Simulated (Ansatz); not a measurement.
This geometry of C$_{2}$H$_{4}$O$_{2}$ (8 atoms, charge 0, multiplicity 1) is a first-order saddle point.

Level of theory: RKS BHLYP-D4/def2-SVP (Ansatz 0.2.0).

```xyz
8
Properties=species:S:1:pos:R:3
C -0.100 1.017 -0.138
O -0.312 -0.129 0.665
C 0.115 -1.302 0.230
O 0.679 -1.510 -0.794
H -1.070 1.460 -0.369
H 0.494 1.732 0.434
H 0.419 0.752 -1.057
H -0.133 -2.075 0.972
```

Question: Which two structures does it join? (They come from a converged band through this point; their orientation in space is the band's.)

Answer: No bond is made or broken. The dihedral H7–C1–O2–C3 goes from -60 to 61°. The two ends are copies of one structure, up to a mirror image or an exchange of like atoms.

First end point:

```xyz
8
Properties=species:S:1:pos:R:3
C 0.013 1.011 -0.111
O 0.065 -0.095 0.769
C 0.016 -1.293 0.217
O -0.067 -1.510 -0.948
H -0.915 1.003 -0.686
H 0.062 1.902 0.512
H 0.853 0.991 -0.807
H 0.065 -2.066 0.999
```

Last end point:

```xyz
8
Properties=species:S:1:pos:R:3
C -0.158 0.982 -0.209
O -0.646 -0.216 0.363
C 0.145 -1.271 0.290
O 1.221 -1.290 -0.213
H -0.928 1.734 -0.050
H 0.773 1.288 0.272
H 0.028 0.852 -1.276
H -0.342 -2.135 0.766
```

Question: How far does it lie above each of them?

Answer: 0.9 kcal/mol above the first and 0.9 kcal/mol above the second. This is the barrier of this one path; another mechanism may lie lower.

Run time: 120 s on 1 thread of Arm Neoverse V1, on a shared host, peak memory 0.14 GiB.
